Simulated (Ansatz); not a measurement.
Breaking a bond: Li2, singlet. Each curve is given relative to its own lowest point near equilibrium.

```
R / Å      A      B      C      D
-----  -----  -----  -----  -----
2.08   0.538  0.444  0.496  0.461
2.18   0.362  0.284  0.328  0.302
2.37   0.140  0.092  0.120  0.106
2.48   0.065  0.034  0.052  0.043
2.63   0.011  0.001  0.007  0.004
2.68   0.003  0.000  0.001  0.000
2.74   0.000  0.004  0.000  0.001
2.84   0.006  0.022  0.009  0.015
2.92   0.020  0.044  0.025  0.033
3.00   0.041  0.073  0.048  0.058
3.12   0.083  0.125  0.091  0.104
3.47   0.250  0.318  0.257  0.273
3.70   0.379  0.461  0.383  0.393
4.13   0.625  0.729  0.622  0.603
4.61   0.878  1.007  0.868  0.782
4.91   1.015  1.162  1.004  0.862
5.39   1.196  1.379  1.191  0.945
6.11   1.381  1.636  1.404  1.004
6.67   1.461  1.788  1.523  1.023
7.46   1.492  1.947  1.638  1.034
8.22   1.453  2.055  1.708  1.037
```

Energies in eV.

### Question
Match the curves with the methods restricted CAM-B3LYP/cc-pVQZ in Ansatz (a quantum-chemistry and plane-wave program); restricted PBE0/cc-pVQZ run with Ansatz; MP2 on RHF/cc-pVQZ, frozen core (Ansatz); Ansatz with CCSD on UHF/cc-pVQZ, frozen core.

### Answer
A is RMP2; B is RKS-CAM-B3LYP; C is RKS-PBE0; D is UCCSD.

The restricted form behind RMP2, RKS-CAM-B3LYP, RKS-PBE0 keeps the bonding electrons paired and can't separate into open-shell fragments. The T1 diagnostic of CCSD on the restricted reference of RMP2 exceeds 0.045 at 4.61 to 8.22 Å. The unrestricted determinant behind UCCSD is spin-contaminated at 2.08 to 8.22 Å (<S²> up to 1.0, against 0.00 for a pure singlet). With two correlated electrons CCSD is exact in the basis where it finds the lowest root (UCCSD).
